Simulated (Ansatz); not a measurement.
A basis-limit estimate, worked out

An elementary step of CH$_{6}$N, doublet (CH₃ + NH₃ → CH₄ + NH₂; bonds formed: H1–C3; bonds broken: H1–N2). “Start” is the structure reached by relaxing down from the saddle towards the reactants; PBE0-D4/def2-TZVP structures. The saddle:

H1  (-0.207, -0.279, -0.110)
N2  (-0.970, -0.353, -1.124)
C3  (0.624, 0.021, 0.859)
H4  (-1.536, 0.487, -0.987)
H5  (-0.315, -0.091, -1.865)
H6  (-0.018, 0.171, 1.723)
H7  (1.175, 0.912, 0.572)
H8  (1.246, -0.868, 0.934)
(Å)

Ansatz 0.2.0; basis: def2-TZVPP and def2-QZVPP; cores frozen in the correlated methods; orbitals are unrestricted.

Energies in eV:

| quantity | saddle | start |
| --- | --- | --- |
| Hartree–Fock, triple zeta (X = 3) | -2605.54178 | -2606.82265 |
| Hartree–Fock, quadruple zeta (X = 4) | -2605.68139 | -2606.96826 |
| MP2 correlation, X = 3 | -11.13969 | -10.72987 |
| MP2 correlation, X = 4 | -11.87187 | -11.46809 |
| CCSD(T) correlation, X = 3 | -12.49617 | -11.97223 |

Problem. Work out the barrier at the basis limit: extrapolate Hartree–Fock as E(X) = E∞ + A exp(−7.88 √X) and the MP2 correlation as E(X) = E∞ + B X^−2.97 (the exponents that Neese and Valeev fitted for def2-TZVPP and QZVPP), then add CCSD(T) − MP2 in triple zeta.

Solution. Each step is linear, so take the differences first (saddle − start): Hartree–Fock 1.28087 (X = 3) and 1.28687 (X = 4); MP2 correlation -0.40982 and -0.40378; CCSD(T) correlation -0.52394.
Two points give E∞ = E(4) + w [E(4) − E(3)], with w = 1/(exp(7.88 (2 − √3)) − 1) = 0.1377 for Hartree–Fock and w = 1/((4/3)^2.97 − 1) = 0.7407 for the correlation.
Hartree–Fock: 1.28687 + 0.1377 × 0.00600 = 1.2877 eV.
MP2 correlation: -0.40378 + 0.7407 × 0.00604 = -0.3993 eV.
CCSD(T) − MP2: -0.52394 − (-0.40982) = -0.1141 eV.
Sum: 1.2877 + (-0.3993) + (-0.1141) = 0.7743 eV, or 17.86 kcal/mol. Plain CCSD(T) in triple zeta gives 0.7569 eV, so the larger basis shifts the result by 0.0174 eV.

T1 diagnostic: at most 0.016. ⟨S²⟩ of the unrestricted Hartree–Fock references: 0.76 to 0.79 (a pure state has 0.75).

For scale, one of the runs: CCSD(T)/def2-TZVPP, 146 basis functions, launched by `ansatz run in.yaml --threads 2 --pin off --events-out ev --progress --plain --max-ram 4352MiB`. Time: 31 s of wall clock on 2 CPU threads of an Arm Neoverse V2; the host was shared. Peak host memory: 2.1 GiB.
